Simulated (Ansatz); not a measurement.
I need a composite energy at a relaxed geometry of C₂H₅N, SMILES C=CN. Use the Ansatz DFT code, driven from Python. Use (for the species named): B3LYP, def2-SVP basis, multiplicity 1, D4 dispersion.

```xyz
8

C    -0.9109    0.3921   -0.5390
C     0.1445    0.3684    0.1875
N     0.7091   -0.7665    0.6390
H    -1.4259   -0.4436   -0.8523
H    -1.3557    1.3890   -0.8821
H     0.6644    1.2989    0.4847
H     0.4745   -1.6126    0.1760
H     1.7921   -0.6828    0.7304
```

Script `c2h5n.py`:
```python
"""A composite energy for C2H5N: DFT geometry, MP2 basis limit, coupled-cluster correction."""

import ansatz as az
import numpy as np

GEOMETRY = """
C    -0.91090    0.39210   -0.53900
C     0.14450    0.36840    0.18750
N     0.70910   -0.76650    0.63900
H    -1.42590   -0.44360   -0.85230
H    -1.35570    1.38900   -0.88210
H     0.66440    1.29890    0.48470
H     0.47450   -1.61260    0.17600
H     1.79210   -0.68280    0.73040
"""

geometry = az.Crystal.molecule()
for line in GEOMETRY.strip().splitlines():
    symbol, *xyz = line.split()
    geometry = geometry.atom(symbol, [float(v) for v in xyz])

job = (
    geometry.calculation()
    .basis(gaussian="def2-SVP")  # atom-centred Gaussian functions
    .functional("B3LYP", dispersion="d4")
)
symbols = [site.symbol for site in geometry.cartesian_sites]
start = np.array([site.position_ang for site in geometry.cartesian_sites], dtype=float)
rep = job.relax(force_tolerance=0.01).run().report
end = np.array(rep["positions_ang"])
print("final positions (A) and the move of each atom")
for symbol, xyz, old in zip(symbols, end, start):
    print(f"{symbol:2s} {xyz[0]:10.5f} {xyz[1]:10.5f} {xyz[2]:10.5f}   {np.linalg.norm(xyz - old):7.4f}")

minimum = az.Crystal.molecule()
for symbol, place in zip(symbols, end):
    minimum = minimum.atom(symbol, place.tolist())
at_minimum = minimum.calculation()
# MP2 extrapolated to the basis limit, plus the small-basis difference CCSD(T) - MP2
level = lambda method, basis: at_minimum.basis(gaussian=basis).correlation(method).run().report
small, large, cluster = level("mp2", "cc-pVDZ"), level("mp2", "cc-pVTZ"), level("ccsd_t", "cc-pVDZ")
corr = lambda each: (each["free_energy_ev"] - each["reference_energy_ev"]) / 27.211386246
mp2_limit = (27 * corr(large) - 8 * corr(small)) / 19
pieces = {"HF / cc-pVTZ": large["reference_energy_ev"] / 27.211386246, "MP2 correlation, DZ-TZ limit": mp2_limit, "CCSD(T) - MP2 / cc-pVDZ": corr(cluster) - corr(small)}
for name, value in pieces.items():
    print(f"{name:32s} {value:14.6f} Ha")
print(f"{'sum':32s} {sum(pieces.values()):14.6f} Ha")
print("T1 diagnostic", round(cluster["correlation"]["coupled_cluster"]["t1_diagnostic"], 4))
```

```console
$ python c2h5n.py
final positions (A) and the move of each atom
C    -0.95392    0.44125   -0.57579    0.0750
C     0.17105    0.37485    0.15561    0.0420
N     0.78666   -0.76786    0.64160    0.0776
H    -1.48053   -0.45743   -0.91202    0.0821
H    -1.38395    1.40875   -0.83683    0.0569
H     0.66439    1.30157    0.47272    0.0123
H     0.49891   -1.64554    0.21986    0.0600
H     1.78949   -0.71270    0.77905    0.0572
HF / cc-pVTZ                        -133.118106 Ha
MP2 correlation, DZ-TZ limit          -0.589572 Ha
CCSD(T) - MP2 / cc-pVDZ               -0.049447 Ha
sum                                 -133.757125 Ha
T1 diagnostic 0.0115
```

Total energies depend on the basis set; only differences at equal settings carry meaning. The sum leaves out core correlation, relativity, the Hartree-Fock basis error and zero-point energy; a DZ-TZ extrapolation is rough. b3lyp holds the VWN-RPA fit, as in Gaussian; the form of ORCA and Turbomole is b3lyp5. Inner cores stay frozen, so this is valence correlation. An extrapolation from small basis sets is rough. Timing: 17 s on 1 thread of Arm Neoverse V2, with other jobs on the host, peak memory 0.32 GiB.
